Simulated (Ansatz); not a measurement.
```yaml
crystal:
  periodic: [false, false, false]
  atoms:
    - {symbol: C, position_ang: [-0.659194, 1.706447, 0.138173]}
    - {symbol: C, position_ang: [-0.237794, 0.455404, 0.474211]}
    - {symbol: C, position_ang: [0.140024, -0.440719, -0.482421]}
    - {symbol: C, position_ang: [0.730463, -1.599485, 0.031802]}
    - {symbol: H, position_ang: [-0.731828, 2.308797, 0.938535]}
    - {symbol: H, position_ang: [-1.570697, 1.691856, -0.305255]}
    - {symbol: H, position_ang: [-0.035002, 2.140244, -0.524791]}
    - {symbol: H, position_ang: [-0.388518, 0.123681, 1.404250]}
    - {symbol: H, position_ang: [-0.664090, -0.699234, -1.046914]}
    - {symbol: H, position_ang: [0.770837, 0.008828, -1.132584]}
    - {symbol: H, position_ang: [0.983851, -2.239403, -0.700153]}
    - {symbol: H, position_ang: [1.561668, -1.378440, 0.552340]}
    - {symbol: H, position_ang: [0.100271, -2.077985, 0.652815]}
basis:
  gaussian: {orbitals: x2c-TZVPPall, fitting: {mean_field: cc-pVTZ-jkfit}}
total_charge: 1
magnetization: {spin_polarized: true, initial_magnetization: 0}
hamiltonian: {xc: {name: wPBEh}}
output: {forces: true}
```

```sh
$ ansatz run in.yaml --threads 4 --pin off --events-out ev --progress --plain --max-ram 10444MiB
```

Output, abridged:

```
Functional definition: wPBEh
586 factors; integrals over basis functions are off by at most 6.5e-1 eV
586 factors; integrals over basis functions are off by at most 1.8e-7 eV
mean field evaluation 1: about -4264.0550 eV, gradient 6.5e1 eV
mean field evaluation 2: about -4260.7279 eV, gradient 6.7e1 eV
mean field evaluation 4: about -4282.2640 eV, gradient 3.9e0 eV
mean field evaluation 8: about -4282.3285 eV, gradient 4.7e-2 eV
mean field -4282.32853925 eV, -157.3726711508 hartree, gradient 4.9e-5 eV, S^2 0.000000; 0 other end points of the search recorded, 0 dependent functions left out
reference -4282.32857722 eV, -157.3726725462 hartree; 16, 16 occupied and 234, 234 virtual orbitals, 586 factors
Total energy: -4282.32857722 eV, -157.3726725462 hartree
Relativity: scalar
Atom 0 at    -0.659194     1.706447     0.138173 Å, force     1.248262     0.587784     1.307161 eV/Å
Atom 1 at    -0.237794     0.455404     0.474211 Å, force    -1.487650     0.324109    -2.053373 eV/Å
Atom 2 at     0.140024    -0.440719    -0.482421 Å, force     1.241721     0.153916     1.074916 eV/Å
Atom 3 at     0.730463    -1.599485     0.031802 Å, force     0.337281    -1.100015     0.327022 eV/Å
Atom 4 at    -0.731828     2.308797     0.938535 Å, force    -0.555415     2.297228     2.956333 eV/Å
Atom 5 at    -1.570697     1.691856    -0.305255 Å, force    -3.280871    -0.329548    -1.653771 eV/Å
Atom 6 at    -0.035002     2.140244    -0.524791 Å, force     2.037864     1.492941    -2.756710 eV/Å
Atom 7 at    -0.388518     0.123681     1.404250 Å, force    -0.165704    -1.250347     4.004893 eV/Å
Atom 8 at    -0.664090    -0.699234    -1.046914 Å, force    -3.150751    -0.366556    -2.031058 eV/Å
Atom 9 at     0.770837     0.008828    -1.132584 Å, force     1.875783     1.906927    -2.722013 eV/Å
Atom 10 at     0.983851    -2.239403    -0.700153 Å, force     0.980922    -2.392606    -2.571958 eV/Å
Atom 11 at     1.561668    -1.378440     0.552340 Å, force     3.111902     0.626013     1.852595 eV/Å
Atom 12 at     0.100271    -2.077985     0.652815 Å, force    -2.193343    -1.949846     2.265962 eV/Å
Dipole moment:    -0.239441     0.386179     0.039027 e Å
```

Hardware: 4 threads of an Arm Neoverse V1 on a shared host. Wall time 4.9 s, peak host memory 0.72 GiB.
